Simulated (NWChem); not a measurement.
# NH$_{2}$, doublet; SMILES [NH2]

Computed with NWChem. Spin-unrestricted. In the optimisation the excess spin sits in b2 (C2v, its own frame). All runs use the structure optimised with PBE0/def2-SVP, spin-unrestricted. No stability test was run on the SCF state. Level TPSS/def2-SVPD: single points from the atomic guess with DIIS by default; each run changes one setting, and all converged runs end within 0.3 mHa of each other. NWChem's automatic level shift, which a small gap switches on, acted in some of these runs.

**Question.** Which setting needs the most SCF iterations, or fails (core-Hamiltonian guess; defaults; occupation smearing of 0.005 Ha; DIIS on 3 Fock matrices; no DIIS, 40 % damping)?

**Answer.** core-Hamiltonian guess, with 17 against 7 for the defaults.
```csv
setting,SCF iterations
defaults,7
core-Hamiltonian guess,17
DIIS on 3 Fock matrices,8
"no DIIS, 40 % damping",13
occupation smearing of 0.005 Ha,7
```
